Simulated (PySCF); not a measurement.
## Basis-set dependence of excited states

Methyl(trifluoromethyl) sulfide, C2H3F3S.
Numbering: `[CH3:1][S:2][C:3]([F:4])([F:5])[F:6]` (hydrogens: H7, H8, H9 on C1)

TDDFT with PBE0 (PySCF), vertical singlets, core orbitals frozen in the response, spherical d and f functions. Isolated species at its PBE0-D3(BJ)/def2-SVP geometry, gas phase.

Question: How do the low singlets change with the basis? Take 6-31G*, def2-SVP, def2-SVPD and def2-TZVP.

Answer: 

| basis | functions | diffuse | S1 (eV) | S2 (eV) | S3 (eV) | S4 (eV) | S5 (eV) | LUMO (eV) | α (au) |
| --- | --- | --- | --- | --- | --- | --- | --- | --- | --- |
| 6-31G* | 94 | no | 5.86 | 8.16 | 8.88 | 9.00 | 9.31 | 0.49 | 38.3 |
| def2-SVP | 103 | no | 6.11 | 8.17 | 8.56 | 8.93 | 8.96 | 0.63 | 37.0 |
| def2-SVPD | 160 | yes | 5.68 | 7.06 | 7.32 | 7.89 | 8.04 | -0.13 | 49.0 |
| def2-TZVP | 210 | no | 5.65 | 7.71 | 7.87 | 8.35 | 8.39 | 0.07 | 44.7 |

States are compared by their number. Against the only diffuse basis here (def2-SVPD, itself not a converged limit), sets without diffuse functions differ by up to 0.44 eV in S1 and 1.27 eV in S5. State by state, the largest deviation of a set without diffuse functions is S1 0.44, S2 1.11, S3 1.56, S4 1.11, S5 1.27 eV. The same number needn't mean the same state in each row. Against def2-SVPD the polarisability deviates by -22% in 6-31G*, -25% in def2-SVP, -9% in def2-TZVP.
